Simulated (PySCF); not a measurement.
Molecule: `Fc1ccc[n-]1`, [C4H3FN]-.

Mapped SMILES: `[F:1][c:2]1[cH:3][cH:4][cH:5][n-:6]1`. Hydrogens are named by the atom that carries them.

Geometry PBE0-D3(BJ)/def2-SVP throughout; GIAO in PySCF 2.14.0 with density-fitted response routines, gas phase, one conformer, non-relativistic; equivalent atoms averaged; functional PBE0.

(1) How do the absolute shieldings σ depend on the basis set? (ppm; last column core-seconds on shared hosts with different chips, so compare them loosely)

(2) Which nucleus moves most, in ppm?

(3) Taking the largest basis, pcSseg-2 (258 functions), as the yardstick, rank the others by their worst heavy-atom deviation.

Answers

(1) 
```tsv
basis set	functions	F1	C2	C5	C4	C3	N6	H(C5)	H(C4)	H(C3)	core-s
STO-3G	33	388.0	115.4	137.4	143.1	154.0	107.8	28.62	29.14	29.54	2.1
6-31G	60	342.1	49.8	90.8	102.9	121.7	28.7	27.19	27.54	28.26	4.1
pcSseg-0	60	342.1	22.4	70.7	85.6	106.1	-6.7	27.27	27.76	28.53	3.4
6-31G*	90	342.0	49.0	88.7	101.7	121.8	41.6	26.64	27.06	27.85	5.7
def2-SVP	99	343.6	41.9	84.4	98.9	120.1	27.3	26.03	26.31	27.03	6.2
cc-pVDZ	99	339.3	45.1	86.6	100.2	121.4	30.9	25.80	26.12	26.86	5.8
pcSseg-1	117	325.2	21.5	68.8	83.4	106.6	3.5	25.55	25.93	26.58	7.5
aug-cc-pVDZ	165	330.0	37.9	83.4	99.7	122.6	24.0	25.19	25.57	26.37	11
6-311+G(2d,p)	180	319.5	22.8	70.8	87.4	110.9	4.0	25.40	25.72	26.52	14
def2-TZVP	204	322.7	22.5	71.8	87.3	111.6	5.0	25.48	25.80	26.60	17
cc-pVTZ	222	323.3	24.9	72.9	87.7	111.6	6.8	25.43	25.75	26.49	17
IGLO-III	240	318.4	15.4	64.5	80.9	105.5	-3.1	25.31	25.71	26.42	18
pcSseg-2	258	319.4	14.6	63.9	80.3	105.2	-4.5	25.20	25.52	26.27	28
```

(2) N6 (pyridine-type nitrogen of an azole): from -6.7 ppm with pcSseg-0 to 107.8 ppm with STO-3G. The smallest spread is 3.28 ppm, at H(C3). Proton shifts span only some 12 ppm, so a few tenths of a ppm matter as much there as several ppm in carbon.

(3) IGLO-III 1.4 ppm (240 functions), pcSseg-1 8.0 ppm (117 functions), 6-311+G(2d,p) 8.5 ppm (180 functions), def2-TZVP 9.5 ppm (204 functions), cc-pVTZ 11.3 ppm (222 functions), pcSseg-0 22.7 ppm (60 functions), aug-cc-pVDZ 28.5 ppm (165 functions), def2-SVP 31.8 ppm (99 functions), 6-31G 35.1 ppm (60 functions), cc-pVDZ 35.4 ppm (99 functions), 6-31G* 46.1 ppm (90 functions), STO-3G 112.3 ppm (33 functions).

A small basis that lands close on one nucleus may do so by chance; judge by the trend and by all nuclei.
